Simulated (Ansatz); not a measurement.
Ansatz (a first-principles code) input (B3LYP/6-31G*):

Ansatz 0.2 input:
```yaml
crystal:
  periodic: [false, false, false]
  atoms:
    - {symbol: C, position_ang: [0.37703126, 0.56217255, 0.31065446]}
    - {symbol: C, position_ang: [0.01263171, -0.76132039, -0.05127078]}
    - {symbol: O, position_ang: [0.71708950, 1.64552229, -0.15156556]}
    - {symbol: O, position_ang: [-1.12759468, -1.32224380, -0.05913017]}
    - {symbol: H, position_ang: [0.94606363, -1.39134090, 0.12926376]}
basis:
  gaussian:
    orbitals: 6-31G*
hamiltonian:
  xc: {name: B3LYP}
total_charge: -1
phonons: {temperatures: {t_min: 298.15, t_max: 298.15, t_step: 100}}
```

Q: Which harmonic wavenumbers does it give?

A: 179, 350, 614, 723, 930, 1352, 1519, 1826, 2579 cm⁻¹ (unscaled; negative means imaginary).
